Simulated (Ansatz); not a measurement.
# AlH2+ (triplet): wave-function methods side by side at distance Al1–H2 = 3.231 Å, cc-pVQZ

One table from this session's results is given with a row withheld; the runs are named, their logs left out.

The runs use Ansatz 0.2.0, Gaussian basis; cc-pVQZ, core rule «outside noble gas», up to 5 orbitals frozen.

Plan: UHF; CCSD(T) on ROHF; CCSD(T) on UHF; BCCD(T) on ROHF; CCSDT(Q) on ROHF; CCSDT(Q) on UHF; CASSCF and MRCISD+Q, 4 electrons in 6 orbitals; CASSCF and NEVPT2, 4 electrons in 6 orbitals; Full CI.

4 further runs of the same task are left out: 4 for a known fault of the program. Runs told in other sessions of the task aren't counted.

## The system

The geometry derives from a PBE0/def2-TZVP stationary point (not a proven minimum). One bond is set to the value named and the two fragments are kept rigid.

3 atoms, charge 1, spin multiplicity 3.

Atoms are counted from 1 here; the program's logs count them from 0.

Bond lengths: Al1–H3 1.722 Å.

The first run:

in.yaml

```yaml
crystal:
  periodic: [false, false, false]
  atoms:
    - {symbol: Al, position_ang: [0.000000, -0.027394, -0.146817]}
    - {symbol: H, position_ang: [0.000000, 1.660288, 2.608376]}
    - {symbol: H, position_ang: [0.000000, -0.926973, 1.321774]}
basis:
  gaussian: {orbitals: cc-pVQZ}
total_charge: 1
magnetization: {spin_polarized: true, initial_magnetization: 2}
hamiltonian: {xc: hf}
output: {orbitals: {seedname: orbitals}}
```

The run is started by

```sh
$ ansatz run in.yaml --threads 1 --pin off --events-out ev --progress --plain --max-ram 4096MiB --backend cpu
```

Among the steps run: UHF; CCSD(T) on ROHF; CCSD(T) on UHF; BCCD(T) on ROHF; CCSDT(Q) on ROHF; CCSDT(Q) on UHF; CASSCF and MRCISD+Q, 4 electrons in 6 orbitals; CASSCF and NEVPT2, 4 electrons in 6 orbitals; Full CI.

One of the session's tables, all rows but one given; the rest of the session is left out.

It belongs to the step «Misses and costs». 

```
          method  from FCI (kcal/mol)
            ROHF               +35.45
             UHF               +31.35
            RMP2                +9.69
            UMP2                +9.02
           RCCSD                +0.88
           UCCSD                +0.61
        RCCSD(T)                    ?
        UCCSD(T)                +0.15
         BCCD(T)                +0.18
          RCCSDT                 0.00
          UCCSDT                -0.03
       RCCSDT(Q)                 0.00
       UCCSDT(Q)                -0.03
  CASSCF valence               +13.67
  NEVPT2 valence                +3.82
  MRCISD valence                +0.41
MRCISD+Q valence                +0.21
             FCI                    0
```

**Question.** Estimate the row for RCCSD(T).

**Answer.** from FCI (kcal/mol): +0.20. In the column «from FCI (kcal/mol)» it lies between BCCD(T) (+0.18) and MRCISD+Q valence (+0.21).

Limits of these values: Levels on UHF freeze UHF's core orbitals, full CI those of ROHF, so the U rows can settle a little off it for that reason alone. Restricted and unrestricted rows rest on different reference determinants; a gap between their highest levels can come from leftover correlation error, from unlike frozen cores or from another state.
